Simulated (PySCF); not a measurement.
# B, B⁺, B²⁺, B³⁺: ionisation energies in def2-QZVPPD, part 2 of 3

Wanted: the ionisation energy of boron, up a ladder of methods.

PySCF 2.14.0; def2-QZVPPD, the non-relativistic Hamiltonian (point nucleus). The scripts are equivalent inputs of a driver's runs. The steps go on from the part before.

### 4 B⁺, method by method

**UHF**

input.py

```python
from pyscf import gto, scf, dft, mp, cc
import basis_set_exchange as bse
mol = gto.M(atom="B 0 0 0", charge=1, spin=0, symmetry="D2h",
            basis=gto.basis.parse(bse.get_basis("def2-QZVPPD", elements=["B"], fmt="nwchem")))
mf = scf.UHF(mol)
mf.irrep_nelec = {'Ag': (2, 2)}
mf.kernel()
```

Output:

```text
damping factor = 0
level_shift factor = 0
DIIS = <class 'pyscf.scf.diis.CDIIS'>
diis_start_cycle = 1
diis_space = 10
diis_damp = 0
SCF conv_tol = 1e-09
SCF conv_tol_grad = None
number electrons alpha = 2  beta = 2
cycle= 1 E= -24.2375276129605  delta_E= -1.54e-10  |g|= 2.5e-06  |ddm|= 5.04e-05
converged SCF energy = -24.2375276129605  <S^2> = 0  2S+1 = 1
```

CPU time 0.29 s on a shared host, the integrals not counted.

The occupied shells:

| shell | electrons | mean orbital energy (eV) | spread (eV) | rms radius (bohr) |
| --- | --- | --- | --- | --- |
| 1s | 2 | -222.75 | 0 | 0.378 |
| 2s | 2 | -23.778 | 0 | 1.96 |

⟨S²⟩ = 0.000, ⟨L²⟩ = 0.00.

**LDA**

input.py differs from the last one in:

```diff
@@ -4,3 +4,3 @@
             basis=gto.basis.parse(bse.get_basis("def2-QZVPPD", elements=["B"], fmt="nwchem")))
-mf = scf.UHF(mol)
+mf = dft.UKS(mol, xc="LDA,VWN")
 mf.irrep_nelec = {'Ag': (2, 2)}
```

Output:

```text
damping factor = 0
level_shift factor = 0
DIIS = <class 'pyscf.scf.diis.CDIIS'>
diis_start_cycle = 1
diis_space = 10
diis_damp = 0
SCF conv_tol = 1e-09
SCF conv_tol_grad = None
number electrons alpha = 2  beta = 2
XC functionals = LDA,VWN
    P. A. M. Dirac.,  Math. Proc. Cambridge Philos. Soc. 26, 376 (1930)
    F. Bloch.,  Z. Phys. 57, 545 (1929)
    S. H. Vosko, L. Wilk, and M. Nusair.,  Can. J. Phys. 58, 1200 (1980)
cycle= 1 E= -24.0381759397593  delta_E= -0.00413  |g|= 0.0247  |ddm|= 0.0454
cycle= 2 E= -24.0382110391191  delta_E= -3.51e-05  |g|= 0.00342  |ddm|= 0.00508
cycle= 3 E= -24.0382120649924  delta_E= -1.03e-06  |g|= 0.000102  |ddm|= 0.00131
cycle= 4 E= -24.0382120687673  delta_E= -3.77e-09  |g|= 4.12e-07  |ddm|= 0.000116
cycle= 5 E= -24.0382120687674  delta_E= -9.24e-14  |g|= 6.74e-09  |ddm|= 7.02e-07
converged SCF energy = -24.0382120687674  <S^2> = -2.6645353e-15  2S+1 = 1
```

CPU time 0.31 s on a shared host, the integrals not counted.

**PBE**

input.py differs from the last one in:

```diff
@@ -4,3 +4,3 @@
             basis=gto.basis.parse(bse.get_basis("def2-QZVPPD", elements=["B"], fmt="nwchem")))
-mf = dft.UKS(mol, xc="LDA,VWN")
+mf = dft.UKS(mol, xc="PBE")
 mf.irrep_nelec = {'Ag': (2, 2)}
```

Output:

```text
damping factor = 0
level_shift factor = 0
DIIS = <class 'pyscf.scf.diis.CDIIS'>
diis_start_cycle = 1
diis_space = 10
diis_damp = 0
SCF conv_tol = 1e-09
SCF conv_tol_grad = None
number electrons alpha = 2  beta = 2
XC functionals = PBE
    J. P. Perdew, K. Burke, and M. Ernzerhof.,  Phys. Rev. Lett. 77, 3865 (1996)
    J. P. Perdew, K. Burke, and M. Ernzerhof.,  Phys. Rev. Lett. 78, 1396 (1997)
    J. P. Perdew, K. Burke, and M. Ernzerhof.,  Phys. Rev. Lett. 77, 3865 (1996)
    J. P. Perdew, K. Burke, and M. Ernzerhof.,  Phys. Rev. Lett. 78, 1396 (1997)
cycle= 1 E= -24.2933399575878  delta_E= -0.00244  |g|= 0.00727  |ddm|= 0.0809
cycle= 2 E= -24.2933440598155  delta_E= -4.1e-06  |g|= 0.000596  |ddm|= 0.00493
cycle= 3 E= -24.2933440940468  delta_E= -3.42e-08  |g|= 5.72e-06  |ddm|= 0.000359
cycle= 4 E= -24.2933440940636  delta_E= -1.68e-11  |g|= 1.23e-06  |ddm|= 1.19e-05
converged SCF energy = -24.2933440940636  <S^2> = 0  2S+1 = 1
```

It used 0.34 s of CPU time after the integrals (shared host).

**PBE0**

input.py differs from the last one in:

```diff
@@ -4,3 +4,3 @@
             basis=gto.basis.parse(bse.get_basis("def2-QZVPPD", elements=["B"], fmt="nwchem")))
-mf = dft.UKS(mol, xc="PBE")
+mf = dft.UKS(mol, xc="PBE0")
 mf.irrep_nelec = {'Ag': (2, 2)}
```

Output:

```text
damping factor = 0
level_shift factor = 0
DIIS = <class 'pyscf.scf.diis.CDIIS'>
diis_start_cycle = 1
diis_space = 10
diis_damp = 0
SCF conv_tol = 1e-09
SCF conv_tol_grad = None
number electrons alpha = 2  beta = 2
XC functionals = PBE0
    C. Adamo and V. Barone.,  J. Chem. Phys. 110, 6158 (1999)
    M. Ernzerhof and G. E. Scuseria.,  J. Chem. Phys. 110, 5029 (1999)
cycle= 1 E= -24.3019153661584  delta_E= -0.00134  |g|= 0.00465  |ddm|= 0.0612
cycle= 2 E= -24.3019160404582  delta_E= -6.74e-07  |g|= 0.00017  |ddm|= 0.00174
cycle= 3 E= -24.3019160429191  delta_E= -2.46e-09  |g|= 1.39e-05  |ddm|= 7e-05
cycle= 4 E= -24.3019160429333  delta_E= -1.41e-11  |g|= 2.37e-07  |ddm|= 7.43e-06
converged SCF energy = -24.3019160429333  <S^2> = 2.6645353e-15  2S+1 = 1
```

CPU time 0.44 s on a shared host, the integrals not counted.

**r2SCAN**

input.py differs from the last one in:

```diff
@@ -4,3 +4,3 @@
             basis=gto.basis.parse(bse.get_basis("def2-QZVPPD", elements=["B"], fmt="nwchem")))
-mf = dft.UKS(mol, xc="PBE0")
+mf = dft.UKS(mol, xc="R2SCAN")
 mf.irrep_nelec = {'Ag': (2, 2)}
```

Output:

```text
damping factor = 0
level_shift factor = 0
DIIS = <class 'pyscf.scf.diis.CDIIS'>
diis_start_cycle = 1
diis_space = 10
diis_damp = 0
SCF conv_tol = 1e-09
SCF conv_tol_grad = None
number electrons alpha = 2  beta = 2
XC functionals = R2SCAN
    J. W. Furness, A. D. Kaplan, J. Ning, J. P. Perdew, and J. Sun.,  J. Phys. Chem. Lett. 11, 8208-8215 (2020)
    J. W. Furness, A. D. Kaplan, J. Ning, J. P. Perdew, and J. Sun.,  J. Phys. Chem. Lett. 11, 9248-9248 (2020)
    J. W. Furness, A. D. Kaplan, J. Ning, J. P. Perdew, and J. Sun.,  J. Phys. Chem. Lett. 11, 8208-8215 (2020)
    J. W. Furness, A. D. Kaplan, J. Ning, J. P. Perdew, and J. Sun.,  J. Phys. Chem. Lett. 11, 9248-9248 (2020)
cycle= 1 E= -24.3159545360889  delta_E= -0.000892  |g|= 0.00412  |ddm|= 0.0553
cycle= 2 E= -24.3159562586602  delta_E= -1.72e-06  |g|= 0.000288  |ddm|= 0.00536
cycle= 3 E= -24.3159562901908  delta_E= -3.15e-08  |g|= 3.92e-05  |ddm|= 0.000898
cycle= 4 E= -24.3159562910503  delta_E= -8.59e-10  |g|= 3.52e-06  |ddm|= 0.000156
converged SCF energy = -24.3159562910503  <S^2> = 0  2S+1 = 1
```

It used 0.81 s of CPU time after the integrals (shared host).

**M06**

input.py differs from the last one in:

```diff
@@ -4,3 +4,3 @@
             basis=gto.basis.parse(bse.get_basis("def2-QZVPPD", elements=["B"], fmt="nwchem")))
-mf = dft.UKS(mol, xc="R2SCAN")
+mf = dft.UKS(mol, xc="M06")
 mf.irrep_nelec = {'Ag': (2, 2)}
```

Output:

```text
damping factor = 0
level_shift factor = 0
DIIS = <class 'pyscf.scf.diis.CDIIS'>
diis_start_cycle = 1
diis_space = 10
diis_damp = 0
SCF conv_tol = 1e-09
SCF conv_tol_grad = None
number electrons alpha = 2  beta = 2
XC functionals = M06
    Y. Zhao and D. G. Truhlar.,  Theor. Chem. Acc. 120, 215 (2008)
    Y. Zhao and D. G. Truhlar.,  Theor. Chem. Acc. 120, 215 (2008)
cycle= 1 E= -24.3332507911164  delta_E= -0.00166  |g|= 0.0142  |ddm|= 0.124
cycle= 2 E= -24.3332582973271  delta_E= -7.51e-06  |g|= 0.000662  |ddm|= 0.0137
cycle= 3 E= -24.3332583608419  delta_E= -6.35e-08  |g|= 6.45e-05  |ddm|= 0.00195
cycle= 4 E= -24.333258362069  delta_E= -1.23e-09  |g|= 3.77e-06  |ddm|= 0.000287
cycle= 5 E= -24.3332583620728  delta_E= -3.83e-12  |g|= 1.99e-07  |ddm|= 1.43e-05
converged SCF energy = -24.3332583620728  <S^2> = 0  2S+1 = 1
```

CPU time 1.1 s on a shared host, the integrals not counted.

**TPSSh**

input.py differs from the last one in:

```diff
@@ -4,3 +4,3 @@
             basis=gto.basis.parse(bse.get_basis("def2-QZVPPD", elements=["B"], fmt="nwchem")))
-mf = dft.UKS(mol, xc="M06")
+mf = dft.UKS(mol, xc="TPSSH")
 mf.irrep_nelec = {'Ag': (2, 2)}
```

Output:

```text
damping factor = 0
level_shift factor = 0
DIIS = <class 'pyscf.scf.diis.CDIIS'>
diis_start_cycle = 1
diis_space = 10
diis_damp = 0
SCF conv_tol = 1e-09
SCF conv_tol_grad = None
number electrons alpha = 2  beta = 2
XC functionals = TPSSH
    V. N. Staroverov, G. E. Scuseria, J. Tao, and J. P. Perdew.,  J. Chem. Phys. 119, 12129 (2003)
cycle= 1 E= -24.3451263916745  delta_E= -0.000782  |g|= 0.00261  |ddm|= 0.0729
cycle= 2 E= -24.3451273147449  delta_E= -9.23e-07  |g|= 0.000158  |ddm|= 0.00424
cycle= 3 E= -24.3451273196439  delta_E= -4.9e-09  |g|= 2.03e-05  |ddm|= 0.000291
cycle= 4 E= -24.3451273196941  delta_E= -5.02e-11  |g|= 8.03e-07  |ddm|= 2.15e-05
converged SCF energy = -24.3451273196941  <S^2> = 1.3322676e-15  2S+1 = 1
```

It used 0.94 s of CPU time after the integrals (shared host).

**wB97X**

input.py differs from the last one in:

```diff
@@ -4,3 +4,3 @@
             basis=gto.basis.parse(bse.get_basis("def2-QZVPPD", elements=["B"], fmt="nwchem")))
-mf = dft.UKS(mol, xc="TPSSH")
+mf = dft.UKS(mol, xc="WB97X")
 mf.irrep_nelec = {'Ag': (2, 2)}
```

Output:

```text
damping factor = 0
level_shift factor = 0
DIIS = <class 'pyscf.scf.diis.CDIIS'>
diis_start_cycle = 1
diis_space = 10
diis_damp = 0
SCF conv_tol = 1e-09
SCF conv_tol_grad = None
number electrons alpha = 2  beta = 2
XC functionals = WB97X
    J.-D. Chai and M. Head-Gordon.,  J. Chem. Phys. 128, 084106 (2008)
cycle= 1 E= -24.3404677348224  delta_E= -0.000946  |g|= 0.00572  |ddm|= 0.061
cycle= 2 E= -24.3404762388861  delta_E= -8.5e-06  |g|= 0.000688  |ddm|= 0.00918
cycle= 3 E= -24.3404766475489  delta_E= -4.09e-07  |g|= 9.61e-05  |ddm|= 0.00266
cycle= 4 E= -24.3404766588799  delta_E= -1.13e-08  |g|= 5.93e-06  |ddm|= 0.000545
cycle= 5 E= -24.3404766589111  delta_E= -3.12e-11  |g|= 6.93e-07  |ddm|= 2.45e-05
converged SCF energy = -24.3404766589111  <S^2> = 1.7763568e-15  2S+1 = 1
```

It used 0.81 s of CPU time after the integrals (shared host).

**HSE06**

input.py differs from the last one in:

```diff
@@ -4,3 +4,3 @@
             basis=gto.basis.parse(bse.get_basis("def2-QZVPPD", elements=["B"], fmt="nwchem")))
-mf = dft.UKS(mol, xc="WB97X")
+mf = dft.UKS(mol, xc="HSE06")
 mf.irrep_nelec = {'Ag': (2, 2)}
```

Output:

```text
damping factor = 0
level_shift factor = 0
DIIS = <class 'pyscf.scf.diis.CDIIS'>
diis_start_cycle = 1
diis_space = 10
diis_damp = 0
SCF conv_tol = 1e-09
SCF conv_tol_grad = None
number electrons alpha = 2  beta = 2
XC functionals = HSE06
    J. Heyd, G. E. Scuseria, and M. Ernzerhof.,  J. Chem. Phys. 118, 8207 (2003)
    J. Heyd, G. E. Scuseria, and M. Ernzerhof.,  J. Chem. Phys. 124, 219906 (2006)
    A. V. Krukau, O. A. Vydrov, A. F. Izmaylov, and G. E. Scuseria.,  J. Chem. Phys. 125, 224106 (2006)
cycle= 1 E= -24.3050308903106  delta_E= -0.00135  |g|= 0.00465  |ddm|= 0.0587
cycle= 2 E= -24.305031477366  delta_E= -5.87e-07  |g|= 0.000133  |ddm|= 0.00165
cycle= 3 E= -24.3050314784691  delta_E= -1.1e-09  |g|= 8.53e-06  |ddm|= 5.16e-05
cycle= 4 E= -24.305031478474  delta_E= -4.86e-12  |g|= 2.81e-07  |ddm|= 5.3e-06
converged SCF energy = -24.305031478474  <S^2> = 1.5543122e-15  2S+1 = 1
```

It used 0.88 s of CPU time after the integrals (shared host).

### 5 B⁺, continued

**MP2 (valence)**

Edit input.py of step 4 so:

```diff
@@ -4,4 +4,5 @@
             basis=gto.basis.parse(bse.get_basis("def2-QZVPPD", elements=["B"], fmt="nwchem")))
-mf = dft.UKS(mol, xc="HSE06")
+mf = scf.UHF(mol)
 mf.irrep_nelec = {'Ag': (2, 2)}
 mf.kernel()
+mp.UMP2(mf, frozen=1).kernel()
```

No log was kept for this step.

It used 0.14 s of CPU time after the integrals (shared host).

With 2 electrons correlated, the MP2 correlation energy is -0.03761 hartree (0.00000 same spin, -0.03761 opposite spin); the SCS form gives -0.04513. Largest pairs of shells: 2s-2s -0.0376.

**MP2 (valence and next inner shell)**

input.py differs from the last one in:

```diff
@@ -7,2 +7,2 @@
 mf.kernel()
-mp.UMP2(mf, frozen=1).kernel()
+mp.UMP2(mf, frozen=0).kernel()
```

This step left no log, only its results.

It used 0.15 s of CPU time after the integrals (shared host).

With 4 electrons correlated, the MP2 correlation energy is -0.05549 hartree (-0.00069 same spin, -0.05480 opposite spin); the SCS form gives -0.06599. Largest pairs of shells: 2s-2s -0.0376, 1s-1s -0.0140, 1s-2s -0.0039.

Radial density 4πr²ρ of B⁺ at UHF:

| r (bohr) | density |
| --- | --- |
| 0.00595 | 0.0304 |
| 0.0100 | 0.0826 |
| 0.0168 | 0.218 |
| 0.0283 | 0.551 |
| 0.0476 | 1.29 |
| 0.0801 | 2.64 |
| 0.135 | 4.39 |
| 0.226 | 5.12 |
| 0.381 | 3.34 |
| 0.641 | 1.03 |
| 1.08 | 1.00 |
| 1.81 | 1.05 |
| 3.05 | 0.232 |
| 5.13 | 0.00478 |

### 6 B²⁺: the ladder of methods

**UHF**

input.py

```python
from pyscf import gto, scf, dft, mp, cc
import basis_set_exchange as bse
mol = gto.M(atom="B 0 0 0", charge=2, spin=1, symmetry="D2h",
            basis=gto.basis.parse(bse.get_basis("def2-QZVPPD", elements=["B"], fmt="nwchem")))
mf = scf.UHF(mol)
mf.irrep_nelec = {'Ag': (2, 1)}
mf.kernel()
```

Output:

```text
damping factor = 0
level_shift factor = 0
DIIS = <class 'pyscf.scf.diis.CDIIS'>
diis_start_cycle = 1
diis_space = 10
diis_damp = 0
SCF conv_tol = 1e-09
SCF conv_tol_grad = None
number electrons alpha = 2  beta = 1
cycle= 1 E= -23.3760166932095  delta_E= -4.48e-13  |g|= 2.09e-07  |ddm|= 3.15e-06
converged SCF energy = -23.3760166932095  <S^2> = 0.75001728  2S+1 = 2.0000173
```

It used 0.33 s of CPU time after the integrals (shared host).

The occupied shells:

| shell | electrons | mean orbital energy (eV) | spread (eV) | rms radius (bohr) |
| --- | --- | --- | --- | --- |
| 1s α | 1 | -240.54 | 0 | 0.377 |
| 1s β | 1 | -238.80 | 0 | 0.377 |
| 2s α | 1 | -37.823 | 0 | 1.77 |

⟨S²⟩ = 0.750, ⟨L²⟩ = 0.00.

**LDA**

input.py differs from the last one in:

```diff
@@ -4,3 +4,3 @@
             basis=gto.basis.parse(bse.get_basis("def2-QZVPPD", elements=["B"], fmt="nwchem")))
-mf = scf.UHF(mol)
+mf = dft.UKS(mol, xc="LDA,VWN")
 mf.irrep_nelec = {'Ag': (2, 1)}
```

Output:

```text
damping factor = 0
level_shift factor = 0
DIIS = <class 'pyscf.scf.diis.CDIIS'>
diis_start_cycle = 1
diis_space = 10
diis_damp = 0
SCF conv_tol = 1e-09
SCF conv_tol_grad = None
number electrons alpha = 2  beta = 1
XC functionals = LDA,VWN
    P. A. M. Dirac.,  Math. Proc. Cambridge Philos. Soc. 26, 376 (1930)
    F. Bloch.,  Z. Phys. 57, 545 (1929)
    S. H. Vosko, L. Wilk, and M. Nusair.,  Can. J. Phys. 58, 1200 (1980)
cycle= 1 E= -23.1358424787056  delta_E= -0.00351  |g|= 0.0247  |ddm|= 0.036
cycle= 2 E= -23.1358792735483  delta_E= -3.68e-05  |g|= 0.00328  |ddm|= 0.00566
cycle= 3 E= -23.1358799636553  delta_E= -6.9e-07  |g|= 8.94e-06  |ddm|= 0.000604
cycle= 4 E= -23.1358799636618  delta_E= -6.43e-12  |g|= 1.63e-07  |ddm|= 5.9e-06
converged SCF energy = -23.1358799636618  <S^2> = 0.75000215  2S+1 = 2.0000022
```

It used 0.26 s of CPU time after the integrals (shared host).

**PBE**

input.py differs from the last one in:

```diff
@@ -4,3 +4,3 @@
             basis=gto.basis.parse(bse.get_basis("def2-QZVPPD", elements=["B"], fmt="nwchem")))
-mf = dft.UKS(mol, xc="LDA,VWN")
+mf = dft.UKS(mol, xc="PBE")
 mf.irrep_nelec = {'Ag': (2, 1)}
```

Output:

```text
damping factor = 0
level_shift factor = 0
DIIS = <class 'pyscf.scf.diis.CDIIS'>
diis_start_cycle = 1
diis_space = 10
diis_damp = 0
SCF conv_tol = 1e-09
SCF conv_tol_grad = None
number electrons alpha = 2  beta = 1
XC functionals = PBE
    J. P. Perdew, K. Burke, and M. Ernzerhof.,  Phys. Rev. Lett. 77, 3865 (1996)
    J. P. Perdew, K. Burke, and M. Ernzerhof.,  Phys. Rev. Lett. 78, 1396 (1997)
    J. P. Perdew, K. Burke, and M. Ernzerhof.,  Phys. Rev. Lett. 77, 3865 (1996)
    J. P. Perdew, K. Burke, and M. Ernzerhof.,  Phys. Rev. Lett. 78, 1396 (1997)
cycle= 1 E= -23.3890930488034  delta_E= -0.00199  |g|= 0.00805  |ddm|= 0.0839
cycle= 2 E= -23.3890966680337  delta_E= -3.62e-06  |g|= 0.00102  |ddm|= 0.0023
cycle= 3 E= -23.3890967325781  delta_E= -6.45e-08  |g|= 1.24e-05  |ddm|= 0.000169
cycle= 4 E= -23.3890967325958  delta_E= -1.78e-11  |g|= 4.83e-07  |ddm|= 1.01e-05
converged SCF energy = -23.3890967325958  <S^2> = 0.75000051  2S+1 = 2.0000005
```

CPU time 0.34 s on a shared host, the integrals not counted.

**PBE0**

input.py differs from the last one in:

```diff
@@ -4,3 +4,3 @@
             basis=gto.basis.parse(bse.get_basis("def2-QZVPPD", elements=["B"], fmt="nwchem")))
-mf = dft.UKS(mol, xc="PBE")
+mf = dft.UKS(mol, xc="PBE0")
 mf.irrep_nelec = {'Ag': (2, 1)}
```

Output:

```text
damping factor = 0
level_shift factor = 0
DIIS = <class 'pyscf.scf.diis.CDIIS'>
diis_start_cycle = 1
diis_space = 10
diis_damp = 0
SCF conv_tol = 1e-09
SCF conv_tol_grad = None
number electrons alpha = 2  beta = 1
XC functionals = PBE0
    C. Adamo and V. Barone.,  J. Chem. Phys. 110, 6158 (1999)
    M. Ernzerhof and G. E. Scuseria.,  J. Chem. Phys. 110, 5029 (1999)
cycle= 1 E= -23.3993123104066  delta_E= -0.00107  |g|= 0.0051  |ddm|= 0.0654
cycle= 2 E= -23.3993140086924  delta_E= -1.7e-06  |g|= 0.000314  |ddm|= 0.0035
cycle= 3 E= -23.3993140194562  delta_E= -1.08e-08  |g|= 1.89e-05  |ddm|= 0.000242
cycle= 4 E= -23.3993140195706  delta_E= -1.14e-10  |g|= 1.35e-06  |ddm|= 3.53e-05
converged SCF energy = -23.3993140195706  <S^2> = 0.75000197  2S+1 = 2.000002
```

CPU time 0.43 s on a shared host, the integrals not counted.

**r2SCAN**

input.py differs from the last one in:

```diff
@@ -4,3 +4,3 @@
             basis=gto.basis.parse(bse.get_basis("def2-QZVPPD", elements=["B"], fmt="nwchem")))
-mf = dft.UKS(mol, xc="PBE0")
+mf = dft.UKS(mol, xc="R2SCAN")
 mf.irrep_nelec = {'Ag': (2, 1)}
```

Output:

```text
damping factor = 0
level_shift factor = 0
DIIS = <class 'pyscf.scf.diis.CDIIS'>
diis_start_cycle = 1
diis_space = 10
diis_damp = 0
SCF conv_tol = 1e-09
SCF conv_tol_grad = None
number electrons alpha = 2  beta = 1
XC functionals = R2SCAN
    J. W. Furness, A. D. Kaplan, J. Ning, J. P. Perdew, and J. Sun.,  J. Phys. Chem. Lett. 11, 8208-8215 (2020)
    J. W. Furness, A. D. Kaplan, J. Ning, J. P. Perdew, and J. Sun.,  J. Phys. Chem. Lett. 11, 9248-9248 (2020)
    J. W. Furness, A. D. Kaplan, J. Ning, J. P. Perdew, and J. Sun.,  J. Phys. Chem. Lett. 11, 8208-8215 (2020)
    J. W. Furness, A. D. Kaplan, J. Ning, J. P. Perdew, and J. Sun.,  J. Phys. Chem. Lett. 11, 9248-9248 (2020)
cycle= 1 E= -23.4245281433026  delta_E= -0.000713  |g|= 0.00432  |ddm|= 0.0428
cycle= 2 E= -23.4245299458605  delta_E= -1.8e-06  |g|= 0.00031  |ddm|= 0.00354
cycle= 3 E= -23.4245299638526  delta_E= -1.8e-08  |g|= 3.64e-05  |ddm|= 0.000356
cycle= 4 E= -23.4245299640998  delta_E= -2.47e-10  |g|= 2.1e-06  |ddm|= 4.9e-05
converged SCF energy = -23.4245299640998  <S^2> = 0.75001769  2S+1 = 2.0000177
```

It used 0.82 s of CPU time after the integrals (shared host).

**M06**

input.py differs from the last one in:

```diff
@@ -4,3 +4,3 @@
             basis=gto.basis.parse(bse.get_basis("def2-QZVPPD", elements=["B"], fmt="nwchem")))
-mf = dft.UKS(mol, xc="R2SCAN")
+mf = dft.UKS(mol, xc="M06")
 mf.irrep_nelec = {'Ag': (2, 1)}
```

Output:

```text
damping factor = 0
level_shift factor = 0
DIIS = <class 'pyscf.scf.diis.CDIIS'>
diis_start_cycle = 1
diis_space = 10
diis_damp = 0
SCF conv_tol = 1e-09
SCF conv_tol_grad = None
number electrons alpha = 2  beta = 1
XC functionals = M06
    Y. Zhao and D. G. Truhlar.,  Theor. Chem. Acc. 120, 215 (2008)
    Y. Zhao and D. G. Truhlar.,  Theor. Chem. Acc. 120, 215 (2008)
cycle= 1 E= -23.4330102689588  delta_E= -0.00136  |g|= 0.0127  |ddm|= 0.076
cycle= 2 E= -23.4330150682779  delta_E= -4.8e-06  |g|= 0.000575  |ddm|= 0.00553
cycle= 3 E= -23.4330151023791  delta_E= -3.41e-08  |g|= 3.44e-05  |ddm|= 0.000741
cycle= 4 E= -23.4330151025363  delta_E= -1.57e-10  |g|= 3.1e-06  |ddm|= 4.08e-05
converged SCF energy = -23.4330151025363  <S^2> = 0.75001225  2S+1 = 2.0000122
```

It used 0.91 s of CPU time after the integrals (shared host).

**TPSSh**

input.py differs from the last one in:

```diff
@@ -4,3 +4,3 @@
             basis=gto.basis.parse(bse.get_basis("def2-QZVPPD", elements=["B"], fmt="nwchem")))
-mf = dft.UKS(mol, xc="M06")
+mf = dft.UKS(mol, xc="TPSSH")
 mf.irrep_nelec = {'Ag': (2, 1)}
```

Output:

```text
damping factor = 0
level_shift factor = 0
DIIS = <class 'pyscf.scf.diis.CDIIS'>
diis_start_cycle = 1
diis_space = 10
diis_damp = 0
SCF conv_tol = 1e-09
SCF conv_tol_grad = None
number electrons alpha = 2  beta = 1
XC functionals = TPSSH
    V. N. Staroverov, G. E. Scuseria, J. Tao, and J. P. Perdew.,  J. Chem. Phys. 119, 12129 (2003)
cycle= 1 E= -23.4395628176167  delta_E= -0.000607  |g|= 0.00261  |ddm|= 0.0797
cycle= 2 E= -23.4395637295955  delta_E= -9.12e-07  |g|= 0.000138  |ddm|= 0.00512
cycle= 3 E= -23.4395637333978  delta_E= -3.8e-09  |g|= 1.06e-05  |ddm|= 0.000339
cycle= 4 E= -23.4395637334172  delta_E= -1.94e-11  |g|= 5.2e-07  |ddm|= 2.46e-05
converged SCF energy = -23.4395637334172  <S^2> = 0.7500075  2S+1 = 2.0000075
```

CPU time 0.97 s on a shared host, the integrals not counted.

**wB97X**

input.py differs from the last one in:

```diff
@@ -4,3 +4,3 @@
             basis=gto.basis.parse(bse.get_basis("def2-QZVPPD", elements=["B"], fmt="nwchem")))
-mf = dft.UKS(mol, xc="TPSSH")
+mf = dft.UKS(mol, xc="WB97X")
 mf.irrep_nelec = {'Ag': (2, 1)}
```

Output:

```text
damping factor = 0
level_shift factor = 0
DIIS = <class 'pyscf.scf.diis.CDIIS'>
diis_start_cycle = 1
diis_space = 10
diis_damp = 0
SCF conv_tol = 1e-09
SCF conv_tol_grad = None
number electrons alpha = 2  beta = 1
XC functionals = WB97X
    J.-D. Chai and M. Head-Gordon.,  J. Chem. Phys. 128, 084106 (2008)
cycle= 1 E= -23.4489442526406  delta_E= -0.000869  |g|= 0.00656  |ddm|= 0.0956
cycle= 2 E= -23.4489505594071  delta_E= -6.31e-06  |g|= 0.000676  |ddm|= 0.00953
cycle= 3 E= -23.4489506420081  delta_E= -8.26e-08  |g|= 3.68e-05  |ddm|= 0.00106
cycle= 4 E= -23.448950642332  delta_E= -3.24e-10  |g|= 3.64e-06  |ddm|= 5.85e-05
converged SCF energy = -23.448950642332  <S^2> = 0.75001055  2S+1 = 2.0000106
```

CPU time 0.71 s on a shared host, the integrals not counted.

**HSE06**

input.py differs from the last one in:

```diff
@@ -4,3 +4,3 @@
             basis=gto.basis.parse(bse.get_basis("def2-QZVPPD", elements=["B"], fmt="nwchem")))
-mf = dft.UKS(mol, xc="WB97X")
+mf = dft.UKS(mol, xc="HSE06")
 mf.irrep_nelec = {'Ag': (2, 1)}
```

Output:

```text
damping factor = 0
level_shift factor = 0
DIIS = <class 'pyscf.scf.diis.CDIIS'>
diis_start_cycle = 1
diis_space = 10
diis_damp = 0
SCF conv_tol = 1e-09
SCF conv_tol_grad = None
number electrons alpha = 2  beta = 1
XC functionals = HSE06
    J. Heyd, G. E. Scuseria, and M. Ernzerhof.,  J. Chem. Phys. 118, 8207 (2003)
    J. Heyd, G. E. Scuseria, and M. Ernzerhof.,  J. Chem. Phys. 124, 219906 (2006)
    A. V. Krukau, O. A. Vydrov, A. F. Izmaylov, and G. E. Scuseria.,  J. Chem. Phys. 125, 224106 (2006)
cycle= 1 E= -23.4025629578587  delta_E= -0.0011  |g|= 0.00509  |ddm|= 0.0628
cycle= 2 E= -23.4025642972985  delta_E= -1.34e-06  |g|= 0.000309  |ddm|= 0.00274
cycle= 3 E= -23.4025643045932  delta_E= -7.29e-09  |g|= 1.59e-05  |ddm|= 0.000138
cycle= 4 E= -23.4025643046373  delta_E= -4.41e-11  |g|= 9.55e-07  |ddm|= 1.93e-05
converged SCF energy = -23.4025643046373  <S^2> = 0.75000206  2S+1 = 2.0000021
```

CPU time 0.8 s on a shared host, the integrals not counted.

(Continued in part 3 of 3.)
